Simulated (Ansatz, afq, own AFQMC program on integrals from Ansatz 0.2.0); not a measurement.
**Where AFQMC and coupled cluster stand for CO, triplet**

```yaml
atoms:
  - { symbol: O, position_ang: [0.0000, 0.0000, 0.0000] }
  - { symbol: C, position_ang: [0.0000, 0.0000, 1.2890] }
```

Basis 6-31G. Only valence electrons are correlated. Integrals, coupled cluster, full CI and functionals: Ansatz 0.2.0; the random walks run on the same integrals in our own AFQMC program. The CISD trial takes its coefficients from CCSD amplitudes. Released means that phaseless walkers are propagated on without the constraint, phases kept. Uncertainties: one standard error, sampling alone.

Determinant: ROHF, the one that the program's search chose, which needn't be the lowest solution. The geometry is a point of a scan.

Full CI on the same integrals is exact in this basis and with this determinant's frozen core.

Cautions: lower spins were not checked; a spin-contaminated unrestricted determinant lies lower (UHF 665 meV lower, ⟨S²⟩ 2.50); the search met a lower determinant of the same kind, perhaps of another symmetry (73 meV lower); raised T1 diagnostic (T1 0.043, weight of the determinant 0.88, largest double 0.13); the released energies have errors that jump between times, so the bars are unsure, so no released level is given (meV from the phaseless value at times in 1/Eh: -22 ± 4 at 0.24, -35 ± 7 at 0.51, -78 ± 19 at 0.99, -66 ± 4 at 1.62, -71 ± 8 at 2.40); the ph-AFQMC/CISD walk drifts between its halves (2.7 errors).

```
T1 diagnostic                               : 0.0433
weight of the determinant in the CISD state : 0.878
size of the correlated space                : 10 electrons in 16 orbitals
```

| level | correlation energy (eV) |
| --- | --- |
| MP2 | -5.4822 |
| CCSD | -5.5783 |
| CCSD(T) | -5.8187 |

Estimate where full CI lies against CCSD(T) on the same integrals.

5.6 kJ/mol below CCSD(T).

Reference: full CI, correlation energy -5.877 eV.

```csv
level,E − E(reference) (kJ/mol),share of correlation (%)
CCSD(T),5.6,99.00
ph-AFQMC/HF,26.5 ± 2.5,95.32
ph-AFQMC/CISD,8.6 ± 0.5,98.48
```
